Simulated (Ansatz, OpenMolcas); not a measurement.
**The same job for OpenMolcas**

This Ansatz 0.2.0 job computes BH3F− (SMILES [BH3-]F):

in.yaml:
```yaml
crystal:
  periodic: [false, false, false]
  atoms:
    - symbol: B
      position_ang: [-0.035750, 0.029280, -0.033890]
    - symbol: F
      position_ang: [0.855550, -0.717910, 0.826970]
    - symbol: H
      position_ang: [-1.067340, 0.264210, 0.588100]
    - symbol: H
      position_ang: [-0.274560, -0.651290, -1.027540]
    - symbol: H
      position_ang: [0.522090, 1.075700, -0.353640]
basis:
  gaussian: {orbitals: STO-3G}
total_charge: -1
hamiltonian: {xc: r2scan}
accuracy: high
```

```bash
$ ansatz run in.yaml --threads 1 --pin off --max-ram 2610MiB --events-out events.jsonl --progress --plain --runs-dir runs
```

The shape is that of a GFN2-xTB optimisation.

Without diffuse functions such a state is poorly described.

It gives a total energy of -124.600868 Eh.

How is this level of theory, on these atoms, set up in OpenMolcas 26.06 as an input file of the program's own?

This input was run:

job.inp:
```
&GATEWAY
BasLib
$CurrDir
Coord
5
angstrom
B       -0.035750       0.029280      -0.033890
F        0.855550      -0.717910       0.826970
H       -1.067340       0.264210       0.588100
H       -0.274560      -0.651290      -1.027540
H        0.522090       1.075700      -0.353640
Basis
STO-3G
Group
NoSym
&SEWARD
GridInput
Grid=UltraFine
End of Grid
&SCF
Charge
-1
KSDFT
2
1.0 MGGA_X_R2SCAN
1.0 MGGA_C_R2SCAN
Thresholds
1e-10 1e-07 1e-07 1e-05
PrOrbitals
1 1
```

```bash
$ export MOLCAS_MEM=1860
$ pymolcas job.inp > job.log
```

(Basis files named in the input come from the Basis Set Exchange and aren't shown.)

Its energy is -124.600862 Eh, 0.006 mEh from the first.
